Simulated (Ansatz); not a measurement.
Cost against result

The pair of HCl (SMILES Cl, atoms 1–2) and CH4S (SMILES CS, atoms 3–8), both closed shells, in one local arrangement (a lower one may exist), relaxed at PBE0-D4/def2-TZVP:

```
atom    x (Å)    y (Å)    z (Å)
 Cl1  -0.0280  -0.7039  -2.7776
  H2   0.6165  -0.3967  -1.6766
  C3  -0.5025   0.4691   0.7735
  S4   1.2255   0.1060   0.3903
  H5  -1.1737  -0.1563   0.1867
  H6  -0.6607   1.5109   0.4962
  H7  -0.6973   0.3529   1.8380
  H8   1.2202  -1.1819   0.7696
```

Interaction energies are counterpoise-corrected; the time is that of the whole pair.

Program: Ansatz 0.2.0. Basis: as named in each row. Cores are frozen in the correlated methods. B3LYP uses VWN-RPA correlation. Extrapolation: Hartree–Fock as exp(−7.88 √X), correlation as X^−2.97.

Times are rough, for one single point on 4 threads of a shared host (Arm Neoverse V1).

The estimate by CCSD(T) at an estimated basis limit (MP2 extrapolated from triple and quadruple zeta, plus CCSD(T) − MP2 in triple zeta) is -20.6 kJ/mol.

```csv
method,basis,time (s),interaction energy (kJ/mol),method less estimate
HF,STO-3G,under 1,-7.0,13.6
PBE-D4,STO-3G,under 1,-44.4,-23.8
SPW92,def2-SVP,under 1,-39.9,-19.2
PBE-D4,def2-SVP,under 1,-28.8,-8.2
B3LYP-D4,6-31G,under 1,-25.2,-4.6
PBE0-D4,def2-SVP,under 1,-26.5,-5.9
CCSD(T),def2-SVP,under 1,-7.0,13.6
PBE-D4,def2-TZVPPD,1,-30.3,-9.6
revPBE-D4,def2-TZVPPD,1,-27.7,-7.0
BLYP-D4,def2-TZVPPD,2,-26.0,-5.4
HSE06-D4,def2-TZVPPD,2,-27.4,-6.8
PBE0-D4,def2-TZVPPD,2,-27.4,-6.8
wB97M-V,def2-SVP,2,-19.6,1.1
B3LYP-D4,def2-TZVPPD,2,-24.8,-4.2
r2SCAN-D4,def2-TZVPPD,3,-27.7,-7.1
B2PLYP,def2-TZVPPD,4,-18.3,2.3
wB97X-V,def2-TZVPPD,5,-21.4,-0.7
wB97M-V,def2-TZVPPD,6,-20.8,-0.1
B97M-V,def2-TZVPPD,6,-23.1,-2.4
MP2,def2-QZVPPD,11,-23.4,-2.8
CCSD(T),def2-TZVPPD,42,-17.3,3.3
```

T1 diagnostic: at most 0.010.
